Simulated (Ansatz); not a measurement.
Ansatz (a first-principles code) input (PBE/def2-TZVP):

Ansatz 0.2 input:
```yaml
crystal:
  periodic: [false, false, false]
  atoms:
    - {symbol: O, position_ang: [0.00702152, 0.00134342, 0.11666744]}
    - {symbol: H, position_ang: [-0.04995842, 0.75929218, -0.47415850]}
    - {symbol: H, position_ang: [-0.00621371, -0.77003954, -0.45918106]}
basis:
  gaussian:
    orbitals: def2-TZVP
hamiltonian:
  xc: {name: PBE}
relax: {f_tol: 0.003, max_steps: 100}
```

End of the output:

```
mean field evaluation 1: about -2072.8467 eV, gradient 5.9e1 eV
mean field evaluation 2: about -2055.1988 eV, gradient 1.1e2 eV
mean field evaluation 4: about -2078.3176 eV, gradient 6.2e-1 eV
mean field evaluation 8: about -2078.3140 eV, gradient 2.8e-1 eV
mean field -2078.31408113 eV, -76.3766337496 hartree, gradient 7.8e-6 eV, S^2 0.000000; 0 other end points of the search recorded, 0 dependent functions left out
the calculation of the forces begins
reference -2078.31410127 eV, -76.3766344899 hartree; 5, 5 occupied and 38, 38 virtual orbitals, 239 factors
relax step   1: F+E_penalty+E_count = -2078.31408113 eV  Δ(F+E_penalty+E_count) = +0.000e0 eV  max|allowed force component| = 5.395e-1 eV/Å  Δτ_max = 0.0000 Å  (23 SCF iters, accepted)
these checks for a lower state are left out or cut short: starts, cluster_reference, orbital_swaps, neighbouring_geometries, increment
integrals: 0.00 GiB planned
239 factors; their error is unknown
mean field: 0.06 GiB planned
mean field evaluation 16: about -2078.3207 eV, gradient 5.8e-1 eV
mean field -2078.31709197 eV, -76.3767443961 hartree, gradient 1.3e-5 eV, S^2 0.000000; 0 other end points of the search recorded, 0 dependent functions left out
the calculation of the forces begins
reference -2078.31711228 eV, -76.3767451422 hartree; 5, 5 occupied and 38, 38 virtual orbitals, 239 factors
relax step   2: F+E_penalty+E_count = -2078.31709197 eV  Δ(F+E_penalty+E_count) = -3.011e-3 eV  max|allowed force component| = 2.005e-1 eV/Å  Δτ_max = 0.0037 Å  (26 SCF iters, accepted)
these checks for a lower state are left out or cut short: starts, cluster_reference, orbital_swaps, neighbouring_geometries, increment
integrals: 0.00 GiB planned
239 factors; their error is unknown
mean field: 0.06 GiB planned
mean field -2078.31757866 eV, -76.3767622817 hartree, gradient 1.4e-5 eV, S^2 0.000000; 0 other end points of the search recorded, 0 dependent functions left out
the calculation of the forces begins
reference -2078.31759904 eV, -76.3767630305 hartree; 5, 5 occupied and 38, 38 virtual orbitals, 239 factors
relax step   3: F+E_penalty+E_count = -2078.31757866 eV  Δ(F+E_penalty+E_count) = -4.867e-4 eV  max|allowed force component| = 2.755e-2 eV/Å  Δτ_max = 0.0029 Å  (26 SCF iters, accepted)
these checks for a lower state are left out or cut short: starts, cluster_reference, orbital_swaps, neighbouring_geometries, increment
integrals: 0.00 GiB planned
239 factors; their error is unknown
mean field: 0.06 GiB planned
mean field evaluation 32: about -2078.3217 eV, gradient 2.9e-1 eV
mean field -2078.31763728 eV, -76.3767644359 hartree, gradient 1.4e-5 eV, S^2 0.000000; 0 other end points of the search recorded, 0 dependent functions left out
the calculation of the forces begins
reference -2078.31765767 eV, -76.3767651850 hartree; 5, 5 occupied and 38, 38 virtual orbitals, 239 factors
relax step   4: F+E_penalty+E_count = -2078.31763728 eV  Δ(F+E_penalty+E_count) = -5.862e-5 eV  max|allowed force component| = 8.699e-4 eV/Å  Δτ_max = 0.0017 Å  (26 SCF iters, accepted)
integrals: 0.00 GiB planned
239 factors; their error is unknown
mean field: 0.06 GiB planned
mean field -2078.31763728 eV, -76.3767644359 hartree, gradient 1.4e-5 eV, S^2 0.000000; 1 other end points of the search recorded, 0 dependent functions left out
the calculation of the forces begins
reference -2078.31765767 eV, -76.3767651850 hartree; 5, 5 occupied and 38, 38 virtual orbitals, 239 factors
Total energy: -2078.31765767 eV, -76.3767651850 hartree
Atom 0 at     0.007482     0.001431     0.124316 Å, force    -0.000033    -0.000006    -0.000550 eV/Å
Atom 1 at    -0.050237     0.760937    -0.477999 Å, force     0.000041    -0.000864     0.000283 eV/Å
Atom 2 at    -0.006396    -0.771773    -0.462989 Å, force    -0.000008     0.000870     0.000266 eV/Å
Dipole moment:    -0.025460    -0.004871    -0.423033 e Å
```
